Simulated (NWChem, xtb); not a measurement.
**A ladder of methods for CHF2O (SMILES [O]C(F)F)**

CHF2O: 5 atoms, total charge 0, spin state doublet. As SMILES, `[O]C(F)F`. Geometry: relaxed at PBE0-D4/def2-TZVP.

Each level gives the dipole moment (D). The values are calculated.

```tsv
level	kind	program	value (D)	CPU time
GFN2-xTB	semi-empirical	xtb	2.80	under 2 s
GFN0-xTB	semi-empirical	xtb	2.42	under 2 s
GFN1-xTB	semi-empirical	xtb	3.40	under 2 s
UHF/STO-3G	Hartree–Fock	NWChem	0.99	1.9 s
UHF/3-21G	Hartree–Fock	NWChem	1.73	1.6 s
UHF/jorge-DZP	Hartree–Fock	NWChem	1.66	14 s
UACM/6-311+G*	density functional	NWChem	1.63	53 s
UPBE0/6-31G* (spherical functions)	global hybrid	NWChem	1.39	18 s
UB3LYP/6-31G* (Cartesian functions)	global hybrid	NWChem	1.38	20 s
```

The values span 0.99 to 3.40 D. Magnitudes only. Sets without polarisation functions give poor dipoles. Without the sets that lack polarisation functions the rows with a basis span only 1.38 to 1.66 D. CPU times are rough (shared hosts, several kinds of processor and program).
